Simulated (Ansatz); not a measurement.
Cartesian coordinates (Å):
SMILES: [F]
```xyz
1

F      0.0000     0.0000     0.0000
```
Charge 0, spin multiplicity 2.

These are frozen-core CCSD(T)/cc-pVTZ (Ansatz, a quantum-chemistry and plane-wave program) values and carry that method's errors.

```json
{
 "HF energy": "-99.40552 Ha",
 "MP2 correlation energy": "-0.19983 Ha"
}
```

Estimate the CCSD correlation energy, the (T) correction, the total energy and the T1 diagnostic.


| Item | Value |
|---|---|
| CCSD correlation energy | -0.21125 Ha |
| (T) correction | -0.00359 Ha |
| CCSD(T) total energy | -99.62036 Ha |
| T1 diagnostic | 0.005 |
